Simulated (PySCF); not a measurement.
A calculation to check before its numbers are used.

A core-ionisation job on B2H5P, SMILES `BPB`. Theory: PySCF, delta-SCF UKS SCAN, pcX-2 on the ionised atom, pcseg-1 elsewhere, spin-free X2C.

Driver input (Å, PBE0-D3(BJ)/def2-SVP geometry):

```
{"job": {"kind": "xps"}, "charge": 0, "multiplicity": 1}
B      1.5834     0.1879     0.4310
P      0.1519    -0.6569    -0.3326
B     -1.5409     0.0251    -0.4579
H      2.6544    -0.3592     0.4832
H      1.3934     1.2954     0.8637
H      0.3619    -1.9575    -0.8330
H     -2.4211    -0.6239    -0.9611
H     -1.7144     1.1333    -0.0202
```

Output:

```
ground state, core basis on atom 0 (B), 102 functions
  cycle   1  E = -394.72454131  |g| = 1.93e-01
  cycle   2  E = -394.72536583  |g| = 1.98e-01
  cycle   3  E = -394.74025396  |g| = 4.07e-02
  cycle   4  E = -394.74061476  |g| = 2.65e-02
  cycle   5  E = -394.74089791  |g| = 5.83e-03
  cycle   6  E = -394.74090996  |g| = 2.02e-03
  cycle   7  E = -394.74091165  |g| = 4.98e-04
  E(ground) = -394.76383137 Eh
hole in B 1s of atom 0
  cycle   1  E = -387.11049526  |g| = 1.15e+00
  cycle   2  E = -385.78620916  |g| = 1.77e+00
  cycle   3  E = -387.34487677  |g| = 4.92e-01
  cycle   4  E = -387.39073128  |g| = 4.42e-01
  cycle   5  E = -387.54713845  |g| = 4.19e-02
  cycle   6  E = -387.55003751  |g| = 3.54e-02
  cycle   7  E = -387.55192125  |g| = 3.23e-02
  cycle   8  E = -387.55365833  |g| = 2.41e-02
  cycle   9  E = -387.55480763  |g| = 1.28e-02
  cycle  10  E = -387.55495896  |g| = 4.48e-03
  cycle  11  E = -387.55497446  |g| = 1.28e-03
  cycle  12  E = -387.55497752  |g| = 4.66e-04
  E(ion) = -387.57829046 Eh   <S^2> = 1.1717   hole on atom = 1.000   binding energy = 195.529 eV
ground state, core basis on atom 1 (P), 113 functions
  cycle   1  E = -394.86290742  |g| = 3.39e-01
  cycle   2  E = -394.86254756  |g| = 4.19e-02
  cycle   3  E = -394.86090723  |g| = 7.73e-02
  cycle   4  E = -394.86320237  |g| = 8.06e-03
  cycle   5  E = -394.86322334  |g| = 3.15e-03
  cycle   6  E = -394.86322692  |g| = 4.18e-04
  E(ground) = -394.85523206 Eh
hole in P 1s of atom 1
  cycle   1  E = -314.69933904  |g| = 4.72e+00
  cycle   2  E = -314.91145269  |g| = 2.15e+00
  cycle   3  E = -315.35274479  |g| = 8.90e-01
  cycle   4  E = -315.80269545  |g| = 2.95e-01
  cycle   5  E = -315.85392304  |g| = 5.94e-02
  cycle   6  E = -315.85538919  |g| = 2.74e-02
  cycle   7  E = -315.85581636  |g| = 5.03e-03
  cycle   8  E = -315.85583064  |g| = 9.94e-04
  cycle   9  E = -315.85583103  |g| = 3.02e-04
  E(ion) = -315.84705041 Eh   <S^2> = 0.7517   hole on atom = 1.000   binding energy = 2149.922 eV
hole in P 2p of atom 1
  cycle   1  E = -389.43034040  |g| = 1.39e+00
  cycle   2  E = -389.28465336  |g| = 1.22e+00
  cycle   3  E = -389.78043448  |g| = 2.54e-01
  cycle   4  E = -389.82002137  |g| = 8.57e-02
  cycle   5  E = -389.82419491  |g| = 2.72e-02
  cycle   6  E = -389.82458923  |g| = 1.03e-02
  cycle   7  E = -389.82465204  |g| = 1.44e-03
  cycle   8  E = -389.82465337  |g| = 7.20e-04
  cycle   9  E = -389.82465438  |g| = 2.74e-04
  E(ion) = -389.82664139 Eh   <S^2> = 0.7536   hole on atom = 1.002   binding energy = 136.835 eV
  2p3/2 = 136.499 eV   2p1/2 = 137.387 eV
```

The program numbers atoms from 0. E(ground) and E(ion) are re-evaluated on a finer grid than the cycles, so they differ from the last cycles; that is no fault. The 2p3/2 and 2p1/2 values come from a spin–orbit splitting computed afterwards; their 2:1 mean is the average over the three 2p orbitals and can differ from the one hole solved.

Do all binding energies of this run deserve the same trust?

No. Every hole passed the driver's convergence checks (|g| < 5e-4, core orbital emptied to over 0.9), but ⟨S²⟩ is 1.172 for B1s on atom 0, against 0.75 for a pure doublet, so the unrestricted ion state holds higher spin components.

How can it be mended?

Recompute such holes with a restricted open-shell or spin-projected scheme and compare; until then these binding energies are doubtful.

On one thread of an x86-64 server, on a shared host, this took 7.0 s wall.
